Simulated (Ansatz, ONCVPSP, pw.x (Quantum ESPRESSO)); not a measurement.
## Ga (Z = 31): one change to the ONCV potential, in the atom and in the diamond crystal

Ga (Z = 31), optimised norm-conserving Vanderbilt (ONCV), made with ONCVPSP 4.0.1.1 (patched build) (PBEsol, scalar-relativistic). Core [Ar] 3d10, reference 4s2 4p1. Waves: 4s: rc 2.05 bohr, ncon 4, nbas 7, qcut 2.8 1/bohr, 2 projectors, debl 3.5 Ha; 4p: rc 2.60 bohr, ncon 4, nbas 7, qcut 2.7 1/bohr, 1 projector; d scattering state at 0.24 Ha: rc 2.45 bohr, ncon 4, nbas 7, qcut 3.4 1/bohr, 2 projectors, debl 2.8 Ha. Local part: polynomial inside 1.55 bohr (lpopt 5, dvloc0 1 Ha). Core correction: Teter function, fcfact 4.25, rcfact 1.15.

Change: core correction Teter function, fcfact 7.3, rcfact 1.15.

Cutoffs, loose and tight: the cutoffs (Ha) at which the residual kinetic energy of the hardest occupied pseudo-wave falls to 1 and 0.1 mHa per electron. They do not see the model core or the augmentation charge, which bear on the density cutoff. Test errors are all-electron minus pseudo excitation energies from the reference, over the configurations 4s2 4p0; 4s1 4p0; 4s2 4p0.5; 4s1 4p2; variants that change the core or the reference have their own tests.

Crystal test: diamond Ga in pw.x 7.5, no spin, 8³ k-points, Fermi–Dirac smearing 0.01 Ry, cutoffs set for each file from its atomic test. The reference is all-electron LAPW (Ansatz 0.2.0) with the same functional, mesh and smearing; V0 and B0 come from Birch–Murnaghan fits to the pressures at five volumes. Errors are pseudo minus all-electron; Δ is the rms difference of the E(V) curves that follow from these fits, minima aligned, over ±6 % about the mean V0. Mesh and smearing are coarse, so the numbers serve the comparison and aren't converged zero-temperature values; the lattice is a test structure that the element need not adopt.

All-electron: a0 = 5.761 Å (V0 = 23.90 Å³/atom), B0 = 43.7 GPa.

Q: Does the change bring the crystal closer to the all-electron result?

A: The mean pressure error goes from -0.58 to -0.86 GPa, so the change moves the solid further from the all-electron pressures.

```tsv
quantity	base	changed
outcome (atom)	generated	generated
cutoff, loose (atom)	21 Ha	21 Ha
cutoff, tight (atom)	28 Ha	28 Ha
bound ghosts (atom)	none	none
largest test error (meV) (atom)	-82	-102
cutoffs in pw.x (Ry)	65/260	65/260
a0 (Å)	5.736	5.723
a0 error (%)	-0.44	-0.66
B0 error (%)	+0.4	+2.7
Δ (meV/atom)	3.1	4.6
mean pressure error (GPa)	-0.58	-0.86
```

Base: The largest radius (2.60 bohr) exceeds half the bond length (2.36 bohr), so the spheres overlap, which is one possible source of error among others. Changed file: The largest radius (2.60 bohr) exceeds half the bond length (2.36 bohr), so the spheres overlap, which is one possible source of error among others. This is a poor potential for the solid.
